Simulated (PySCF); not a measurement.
These are PySCF with ωB97X-D3(BJ)/def2-TZVP // B3LYP-D3(BJ)/def2-TZVP values and carry that method's errors. Isolated molecules, 0 K electronic values unless said otherwise. Delta-SCF ions had no search for a lower state. 

Reference species (SMILES): `ClCCl` (neutral, multiplicity 1).

```
Item                                        Value
--------------------------------------  ---------
vertical ionisation energy (Delta-SCF)   11.54 eV
HOMO                                    -11.27 eV
```

Changed species: `C` (0 of 4 H replaced by Cl; the reference has 2 of 4 H replaced by Cl).

Problem. Give the shifts of the vertical ionisation energy (Delta-SCF) and HOMO.

Solution. the vertical ionisation energy (Delta-SCF) rises by 2.84 eV, to 14.38 eV; the HOMO falls by 2.40 eV, to -13.67 eV.
